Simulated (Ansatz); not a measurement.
Energy profile

The step: BNH₄ ([BH2][NH2]) + SiH₄ → BSiH₅ ([BH2][SiH3]) + NH₃ (still joined by a long B–N bond); bonds formed: B1–Si6, N2–H5; bonds broken: H5–Si6; bonds weakened to dative contacts: B1–N2 (atoms numbered as in the saddle structure below).

```
atom    x (Å)    y (Å)    z (Å)
  B1  -0.7499  -0.3297  -0.2295
  N2  -0.9967   1.1416  -0.7201
  H3  -0.6175  -1.1327  -1.1126
  H4  -1.3850  -0.6484   0.7391
  H5   0.1482   0.7036  -0.1342
 Si6   1.2420  -0.5495   0.6671
  H7  -1.6372   1.7121  -0.1959
  H8  -1.0234   1.3085  -1.7112
  H9   2.4397  -0.3699  -0.2034
 H10   1.5059   0.1616   1.9508
 H11   1.0739  -1.9972   0.9501
```

Electronic energies by CCSD(T) at an estimated basis limit (MP2 extrapolated from triple and quadruple zeta, plus CCSD(T) − MP2 in triple zeta), on PBE0-D4/def2-TZVP structures; BSiNH$_{8}$, closed shell; no counterpoise correction. Program: Ansatz 0.2.0. Basis: def2-TZVPP and def2-QZVPP. Cores are frozen in the correlated methods. Extrapolation: Hartree–Fock as exp(−7.88 √X), correlation as X^−2.97.

Problem. Give the profile in eV, counted from the separated reactants. (To be estimated.)

Solution. The calculation gives:
```csv
point,eV
"separated: BNH$_{4}$ (linked as [BH2][NH2]; B1, N2, H3, H4, H7, H8; singlet) + SiH$_{4}$ (H5, Si6, H9, H10, H11; singlet)",0.000
start structure,-0.061
saddle,2.081
end structure,0.255
"separated: BSiH$_{5}$ (linked as [BH2][SiH3]; B1, H3, H4, Si6, H9, H10, H11; singlet) + NH$_{3}$ (N2, H5, H7, H8; singlet)",1.740
```

T1 diagnostic: at most 0.013.

For scale, one of the runs: CCSD(T)/def2-TZVPP, 216 basis functions, launched by `ansatz run in.yaml --threads 2 --pin off --events-out ev --progress --plain --max-ram 4352MiB`. The run took 87 s on 2 CPU threads of an Arm Neoverse V1 (shared host), with 3.1 GiB of host memory at its peak.
